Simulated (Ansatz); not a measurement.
# Bulk modulus of elemental metals

Method: rVV10 in Ansatz (PAW). References are measured values corrected to a static lattice. The table is a random draw of 10 from 27 solids with such references.

Values in GPa.

```csv
solid,reference,rVV10,error (%)
bcc Cs,2.11 (2.11–2.35),2.46,+16.6
fcc Pd,195 (187–198),163,-16.4
hcp Cd,53.8§ (50.7–53.8),38.6,-28
fcc Au,182,134,-26
hcp Ru,318 (318–336),295,-7.2
fcc Ag,110 (104–111),94.3,-14.3
hcp Re,369,351,-4.9
hcp Co,193,?,?
hcp Mg,38.6¶,37.4,-3.1
fcc Rh,271 (271–289),242,-10.7
```

Task: Estimate the withheld rVV10 value.

Result: The errors of the other rows run from -28 % to +16.6 %, with a median of -10.7 %; carried to the reference 193 it gives 172 GPa. The run gives 211 GPa (+9.3 %), +23 % from the estimate; the row was drawn at random, and such an estimate is rough. Over these 10 solids the mean error is -8.5 %, the mean absolute error 13.7 % (median 12.5 %), and the worst case hcp Cd at -28 %; the value is too low in 8 of 10 cases. Over all 27, from unrounded values, the mean error is -3.4 % and the mean absolute error 10.0 % (median 7.7 %).

All these references are brought to a static lattice.

Spin–orbit coupling is left out, also for the solids with elements from indium on (bcc Cs, fcc Au, hcp Re); its size isn't shown.

§ marks references from which a value of another source on file, of any temperature and not printed here, differs by over 15 %.

¶ marks references of a special kind: hcp Mg, 38.6 GPa (measured, copied from a table, unchecked, extrapolated to 0 K and zero-point effects removed; as tabulated in Lejaeghere et al. (2013), arXiv:1204.2733).

In Ansatz's fits of the non-cubic solids, shape and atoms are relaxed at each volume.

Brackets give the range of the sources taken for a reference, where it is wide; it can hold other temperatures.

Differences are worked out from the printed values.

Each level is taken at its own relaxed cell. Ansatz's density-functional and Hartree–Fock values are scalar-relativistic unless marked +SOC, with PAW data made under PBE.

Ansatz's runs of these crystals have no spin polarisation, but for hcp Co.

Density-functional runs with spin start from parallel moments for hcp Co.

Not in this set, of the elemental metals with a reference value in our tables and a result at some level: 8 for no value at rVV10 (not run, a failed fit, an unstable or unbound cell, or a value held back for tests); 6 for sources at odds; 3 for a reference at room or unstated temperature. These can be a level's best or worst cases. Solids without a released value at any level aren't counted. Layered and molecular crystals are counted apart. The metals Ce to Yb are counted apart.

References as tabulated in doi:10.1021/acs.jctc.3c00612; Levämäki et al. (2014), arXiv:1402.3671; Mejia-Rodriguez and Trickey (2018), arXiv:1807.09216; Lejaeghere et al. (2013), arXiv:1204.2733.

Ansatz is an electronic-structure program.
